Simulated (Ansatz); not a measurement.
A made-up structure of CH$_{3}$BO, singlet:

```csv
atom,x (Å),y (Å),z (Å)
C1,-0.3588,0.3121,-0.2079
B2,0.6980,-0.6072,0.4045
O3,1.5302,-1.3312,0.8866
H4,-1.0992,0.5966,0.5423
H5,1.1160,0.3867,0.8043
H6,-0.8745,-0.1912,-1.0280
```

It is relaxed with PBE-D4/def2-SVP and then PBE0-D4/def2-TZVP (Ansatz 0.2.0). Atoms count as bonded within 1.22 times the sum of their covalent radii (H–H: 0.88 Å). The end point is not checked to be a true minimum.

(1) Does its bonding change? (Judge from chemistry; the calculation decides.)

## Answers

(1) By the calculation: Yes. Formed: C1–H5; broken: B2–H5.

Where it ends: The first stage lowers the energy by 5.10 eV in 11 steps. It ends as CH₃BO ([CH3][B][O]):
```json
{"atom": "C1", "x (Å)": "-0.1224", "y (Å)": "0.2473", "z (Å)": "0.0452"}
{"atom": "B2", "x (Å)": "0.7338", "y (Å)": "-0.8911", "z (Å)": "0.6001"}
{"atom": "O3", "x (Å)": "1.4091", "y (Å)": "-1.7868", "z (Å)": "1.0371"}
{"atom": "H4", "x (Å)": "-0.9933", "y (Å)": "0.4162", "z (Å)": "0.6815"}
{"atom": "H5", "x (Å)": "0.4557", "y (Å)": "1.1723", "z (Å)": "-0.0010"}
{"atom": "H6", "x (Å)": "-0.4714", "y (Å)": "0.0080", "z (Å)": "-0.9611"}
```

Labels in which every atom is bracketed show which atoms are joined, not bond orders.

For scale, one of the runs: PBE0-D4/def2-TZVP relaxation, 111 basis functions, launched by `ansatz run in.yaml --threads 2 --pin off --events-out ev --progress --plain --max-ram 4352MiB`. The run took about 6.5 s on 2 CPU threads of an Arm Neoverse V1 (shared host).
